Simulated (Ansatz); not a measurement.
We consider pyrite RuS2, described by LDA (Ansatz, a quantum-chemistry and plane-wave program, plane waves, PAW).

Run with plane-wave cutoff 520 eV, 6×6×6 k mesh, Fermi–Dirac smearing 0.01 eV, no spin polarisation, scalar-relativistic PAW data made under PBE.

Cell (relaxed at this level):

```xyz
12
Lattice="5.5497 0.0000 0.0000 0.0000 5.5497 0.0000 0.0000 0.0000 5.5497" Properties=species:S:1:pos:R:3 pbc="T T T"
Ru     0.0000     2.7749     2.7749
Ru     2.7749     0.0000     2.7749
Ru     0.0000     0.0000     0.0000
Ru     2.7749     2.7749     0.0000
S      3.4068     4.9178     0.6319
S      0.6319     3.4068     4.9178
S      3.4068     3.4068     3.4068
S      2.1429     2.1429     2.1429
S      4.9178     0.6319     3.4068
S      4.9178     2.1429     0.6319
S      0.6319     4.9178     2.1429
S      2.1429     0.6319     4.9178
```

Problem. Give the computed band gap and smallest direct gap on the k points sampled.

Solution. 
band gap: 0.45 eV
smallest direct gap on the k points sampled: 0.73 eV

Spin–orbit coupling is not included.

It cost around 2.3 core-minutes (rough) of CPU time.
